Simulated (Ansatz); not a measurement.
A calculation with Ansatz (development build ahead of 0.2.0).

```yaml
crystal:
  periodic: [false, false, false]
  atoms:
    - { symbol: C, position_ang: [0.79644, 0.0, 0.0] }
    - { symbol: C, position_ang: [-0.39822, 0.68973, 0.0] }
    - { symbol: C, position_ang: [-0.39822, -0.68973, 0.0] }
    - { symbol: H, position_ang: [1.34522, 0.0, 0.84315] }
    - { symbol: H, position_ang: [1.34522, 0.0, -0.84315] }
    - { symbol: H, position_ang: [-0.67261, 1.16499, -0.84315] }
    - { symbol: H, position_ang: [-0.67261, 1.16499, 0.84315] }
    - { symbol: H, position_ang: [-0.67261, -1.16499, 0.84315] }
    - { symbol: H, position_ang: [-0.67261, -1.16499, -0.84315] }
basis:
  gaussian: { orbitals: cc-pVDZ }
hamiltonian:
  xc: hf
correlation:
  method: mp2
  frozen_orbitals: { C: 1, H: 0 }
```

The input is written out in the form of the current development build from the run's settings.

Results

```yaml
Converged: yes
Reference_energy: -117.00856 hartree
Correlation_energy: -0.41193 hartree
Total_energy: -117.42049 hartree
Spin_squared_of_the_determinant: 0.000
```

Caution: no unrestricted run beside it, a lower state can exist.
